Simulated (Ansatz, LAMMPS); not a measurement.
**Ladder of methods for the high-frequency dielectric constant of rutile SnO2**

Reference value: 4.06 (measured, temperature not stated, no zero-point or thermal correction, mean; as tabulated in He and Franchini (2017), arXiv:1706.08159).

### Question
What do ionic model grimes2000, ionic model lewis1985b, r²SCAN give, and how far is each from the reference?

### Answer

| level (code) | value | cell (Å³/atom) | difference (%) |
|---|---|---|---|
| ionic model grimes2000 (shell model, LAMMPS) | 4.43 | 11.63 | +9.1 |
| ionic model lewis1985b (shell model, LAMMPS) | 2.26 | 12.30 | -44 |
| r²SCAN (Ansatz) | 4.12 ± 0.01 | 12.09 | +1.5 |

The reference has no zero-point or thermal correction, while the calculations are for a static lattice, so the differences are not the levels' errors alone. For crystals that are not cubic the mean over three axes is given.  A ± on a computed value is a rough bar: the spread of its extrapolation, a floor set from checks against published values, or a statistical error. Each level is taken at its own relaxed cell. Ansatz's density-functional and Hartree–Fock values are scalar-relativistic unless marked +SOC, with PAW data made under PBE.

Empirical potentials (ionic model grimes2000, ionic model lewis1985b) are fitted to chosen data, which need not cover the solid at hand: agreement can be built in, and what lay outside the fit can be far off.

Differences are worked out from the printed values.

Ansatz is an electronic-structure program.
